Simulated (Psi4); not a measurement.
# TPSS/aug-cc-pVTZ (density fitting, sweep point 11) run of BH3O (BH2(OH))

Aim: the vertical electron affinity of BH3O (BH2(OH)) at TPSS/aug-cc-pVTZ (density fitting, sweep point 11), from 2 runs. 

The calculation is run with Psi4 1.11.

### Step 1. The structure to begin with

The species is BH3O (5 atoms), meant as a singlet with charge 0. As SMILES, `[H]B([H])O`. The coordinates come from a GFN2-xTB relaxation.

Bond lengths: B1–O4 1.325 Å, B1–H2 1.172 Å, B1–H3 1.182 Å, O4–H5 0.958 Å. Angles: B1–O4–H5 117.9°, H2–B1–O4 115.8°, H3–B1–O4 122.8°, H2–B1–H3 121.4°.

### Step 2. The energy at TPSS/aug-cc-pVTZ (density fitting, sweep point 11)

Contents of run.py:

```python
import psi4

psi4.set_memory(1600000000)
psi4.set_num_threads(1)
psi4.core.set_output_file('psi4.out', False)

m = psi4.geometry("""
0 1
B      0.51205909     0.57160436    -0.20503528
H      2.65232510     0.73706878    -0.74759455
H     -0.81808134     2.36472768    -0.15250090
O     -0.30126014    -1.73609139     0.32973831
H     -2.04506161    -1.93730943     0.77539242
units au
symmetry c1
""")

psi4.set_options({
    'basis': 'aug-cc-pVTZ',
    'reference': 'rks',
    'puream': True,
    'scf_type': 'df',
    'dft_radial_points': 99,
    'dft_spherical_points': 590,
})

E = psi4.energy('tpss', molecule=m)
print(f'total energy {E:.8f} hartree = {E * 27.211386:.5f} eV')
for k, v in sorted(psi4.core.scalar_variables().items()):
    print(f'{k:45s} {v:18.10f}')
```

On the command line:

```sh
$ python run.py
```

psi4.out:

```text
[...]
  Running in c1 symmetry.
[...]
  Nuclear repulsion =   30.808510956533365
[...]
  Multiplicity = 1
[...]
  Nalpha       = 8
  Nbeta        = 8
[...]
    Number of basis functions: 161
[...]
   @DF-RKS iter   1:  -101.73309573678659   -3.54515e-01   4.77595e-03 ADIIS/DIIS
[...]
   @DF-RKS iter   8:  -101.96384939378039   -2.84222e-08   2.42992e-07 DIIS
[...]
    Orbital Energies [Eh]
    ---------------------
    Doubly Occupied:
       1A    -18.919158     2A     -6.601683     3A     -0.982421
       4A     -0.541385     5A     -0.418645     6A     -0.366167
       7A     -0.339906     8A     -0.275924
[...]
  @DF-RKS Final Energy:  -101.96384939378039
   => Energetics <=
    Nuclear Repulsion Energy =             30.8085109565333646
    One-Electron Energy =                -199.1782942224863007
    Two-Electron Energy =                  80.2336798143535930
    DFT Exchange-Correlation Energy =     -13.8277459421810391
    Empirical Dispersion Energy =           0.0000000000000000
    VV10 Nonlocal Energy =                  0.0000000000000000
    Total Energy =                       -101.9638493937803929
[...]
 Multipole Moments:
 ------------------------------------------------------------------------------------
     Multipole            Electronic (a.u.)      Nuclear  (a.u.)        Total (a.u.)
 ------------------------------------------------------------------------------------
 L = 1.  Multiply by 2.5417464519 to convert [e a0] to [Debye]
 Dipole X            :         -0.2266648           -0.3836744           -0.6103392
 Dipole Y            :         -1.0075917            0.9515604           -0.0560313
 Dipole Z            :          0.2073550           -0.0525035            0.1548515
 Magnitude           :                                                    0.6321649
[...]
```

The script printed:

```text
total energy -101.96384939 hartree = -2774.57766 eV
CURRENT ENERGY                                   -101.9638493938
CURRENT REFERENCE ENERGY                         -101.9638493938
DD SOLVATION ENERGY                                 0.0000000000
DFT FUNCTIONAL TOTAL ENERGY                      -101.9638493938
DFT TOTAL ENERGY                                 -101.9638493938
DFT VV10 ENERGY                                     0.0000000000
DFT XC ENERGY                                     -13.8277459422
GRID ELECTRONS ALPHA                                7.9999999808
GRID ELECTRONS BETA                                 7.9999999808
GRID ELECTRONS TOTAL                               15.9999999616
NUCLEAR REPULSION ENERGY                           30.8085109565
ONE-ELECTRON ENERGY                              -199.1782942225
PCM POLARIZATION ENERGY                             0.0000000000
PE ENERGY                                           0.0000000000
SCF ITERATION ENERGY                             -101.9638493938
SCF ITERATIONS                                      8.0000000000
SCF TOTAL ENERGY                                 -101.9638493938
TWO-ELECTRON ENERGY                                80.2336798144
XC GRID RADIAL POINTS                              99.0000000000
XC GRID SPHERICAL POINTS                          590.0000000000
XC GRID TOTAL POINTS                           283212.0000000000
```

Wall time 38 s (1 thread of Intel Xeon Platinum 8488C (Sapphire Rapids), shared host); peak memory 1.3 GiB.

### Step 3. The doublet anion

Contents of job.py:

```python
import psi4

psi4.set_memory('1600 MB')
psi4.set_num_threads(1)
psi4.core.set_output_file('output.dat', False)

molecule = psi4.geometry("""
-1 2
B      0.51205909     0.57160436    -0.20503528
H      2.65232510     0.73706878    -0.74759455
H     -0.81808134     2.36472768    -0.15250090
O     -0.30126014    -1.73609139     0.32973831
H     -2.04506161    -1.93730943     0.77539242
units au
symmetry c1
""")

options = {'reference': 'uks', 'puream': True, 'scf_type': 'df', 'dft_radial_points': 99, 'dft_spherical_points': 590, 'maxiter': 150}
psi4.set_options(options)

E = psi4.energy("tpss/aug-cc-pVTZ")
print(f'tpss/aug-cc-pVTZ energy: {E:.10f} Eh')
for k, v in sorted(psi4.core.scalar_variables().items()):
    print(f'{k:45s} {v:18.10f}')
```

On the command line:

```sh
$ python job.py
```

output.dat:

```text
[...]
  Running in c1 symmetry.
[...]
  Nuclear repulsion =   30.808510956533365
[...]
  Multiplicity = 2
[...]
  Nalpha       = 9
  Nbeta        = 8
[...]
    Number of basis functions: 161
[...]
   @DF-UKS iter   1:  -101.41924422323203   -4.06631e-02   6.08973e-03 ADIIS/DIIS
[...]
   @DF-UKS iter  11:  -101.94877493138873   -1.40818e-07   3.89283e-07 DIIS
[...]
   @S^2 Observed:                7.502838819E-01
[...]
    Orbital Energies [Eh]
    ---------------------
    Alpha Occupied:
       1A    -18.787933     2A     -6.477779     3A     -0.851120
       4A     -0.411196     5A     -0.294235     6A     -0.242794
       7A     -0.210753     8A     -0.152590     9A      0.055974
    Alpha Virtual:
      10A      0.067922    11A      0.068622    12A      0.078174
      13A      0.093438    14A      0.104193    15A      0.108618
      16A      0.137555    17A      0.172126    18A      0.201532
      19A      0.205392    20A      0.224174    21A      0.227143
      22A      0.228871    23A      0.257108    24A      0.262617
      25A      0.278708    26A      0.302612    27A      0.316868
[...]
  @DF-UKS Final Energy:  -101.94877493138873
   => Energetics <=
    Nuclear Repulsion Energy =             30.8085109565333646
    One-Electron Energy =                -201.1944400323212676
    Two-Electron Energy =                  82.3356405993141180
    DFT Exchange-Correlation Energy =     -13.8984864549149361
    Empirical Dispersion Energy =           0.0000000000000000
    VV10 Nonlocal Energy =                  0.0000000000000000
    Total Energy =                       -101.9487749313887264
[...]
 Multipole Moments:
 ------------------------------------------------------------------------------------
     Multipole            Electronic (a.u.)      Nuclear  (a.u.)        Total (a.u.)
 ------------------------------------------------------------------------------------
 L = 1.  Multiply by 2.5417464519 to convert [e a0] to [Debye]
 Dipole X            :          2.6435288           -0.3836744            2.2598544
 Dipole Y            :         -0.3544029            0.9515604            0.5971575
 Dipole Z            :         -0.5981535           -0.0525035           -0.6506570
 Magnitude           :                                                    2.4262921
[...]
```

Standard output:

```text
tpss/aug-cc-pVTZ energy: -101.9487749314 Eh
CURRENT ENERGY                                   -101.9487749314
CURRENT REFERENCE ENERGY                         -101.9487749314
DD SOLVATION ENERGY                                 0.0000000000
DFT FUNCTIONAL TOTAL ENERGY                      -101.9487749314
DFT TOTAL ENERGY                                 -101.9487749314
DFT VV10 ENERGY                                     0.0000000000
DFT XC ENERGY                                     -13.8984864549
GRID ELECTRONS ALPHA                                9.0009056178
GRID ELECTRONS BETA                                 7.9999999628
GRID ELECTRONS TOTAL                               17.0009055806
NUCLEAR REPULSION ENERGY                           30.8085109565
ONE-ELECTRON ENERGY                              -201.1944400323
PCM POLARIZATION ENERGY                             0.0000000000
PE ENERGY                                           0.0000000000
SCF ITERATION ENERGY                             -101.9487749314
SCF ITERATIONS                                     11.0000000000
SCF TOTAL ENERGY                                 -101.9487749314
TWO-ELECTRON ENERGY                                82.3356405993
XC GRID RADIAL POINTS                              99.0000000000
XC GRID SPHERICAL POINTS                          590.0000000000
XC GRID TOTAL POINTS                           283212.0000000000
```

It took 78 s on 1 thread of Intel Xeon Platinum 8488C (Sapphire Rapids), shared host; peak memory 1.4 GiB.

### Step 4. Outcome

Level: TPSS/aug-cc-pVTZ (density fitting, sweep point 11).

```
                                         quantity          value
                       singlet BH3O: total energy  -101.96385 Eh
                      singlet BH3O: dipole moment         1.61 D
                        singlet BH3O: HOMO energy       -7.51 eV
                        singlet BH3O: LUMO energy       -1.16 eV
                      singlet BH3O: HOMO–LUMO gap        6.35 eV
                      doublet anion: total energy  -101.94877 Eh
doublet anion: HOMO energy (highest over α and β)        1.52 eV
                              doublet anion: ⟨S²⟩          0.750
vertical electron affinity (to the doublet anion)      -0.410 eV
```

**Reading.** The anion lies 0.41 eV (9.5 kcal/mol) above the neutral: the electron isn't bound at this level, and such a value depends on the basis. The HOMO (doublet anion) lies at positive energy, 1.52 eV, as semi-local functionals often give for anions; only total energies tell whether the electron is bound.
